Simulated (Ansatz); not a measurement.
Ga2S3 (Cc, No. 9) was calculated with r²SCAN (PAW; Ansatz, a program for electronic structure).

Run with plane-wave cutoff 500 eV, 8×8×8 k mesh, Fermi–Dirac smearing 0.05 eV, scalar-relativistic PAW data made under PBE.

Cell (relaxed at this level):

```cif
data_Ga8S12
_chemical_formula_sum 'Ga8 S12'
_space_group_name_H-M_alt 'Cc'
_space_group_IT_number 9
_space_group_name_Hall 'C -2yc'
_cell_length_a 11.25264
_cell_length_b 6.45825
_cell_length_c 7.05983
_cell_angle_alpha 90.000
_cell_angle_beta 121.081
_cell_angle_gamma 90.000
loop_
_space_group_symop_operation_xyz
  'x, y, z'
  'x, -y, z+1/2'
  'x+1/2, y+1/2, z'
  'x+1/2, -y+1/2, z+1/2'
loop_
_atom_site_label
_atom_site_type_symbol
_atom_site_symmetry_multiplicity
_atom_site_Wyckoff_symbol
_atom_site_fract_x
_atom_site_fract_y
_atom_site_fract_z
_atom_site_occupancy
Ga1 Ga 4 a 0.29693 0.56635 0.38054 1
Ga2 Ga 4 a 0.45591 0.09757 0.37072 1
S1 S 4 a 0.15998 0.41290 0.49742 1
S2 S 4 a 0.32715 0.08713 0.98797 1
S3 S 4 a 0.49903 0.58917 0.01435 1
```
(The calculation used a cell of 10 atoms; values per cell refer to that cell.)

Problem. Give the computed band gap.

Solution. 
band gap: 2.33 eV (on the SCF k mesh)

Spin–orbit coupling is not included.

Cost on a shared machine: roughly 21 core-minutes.
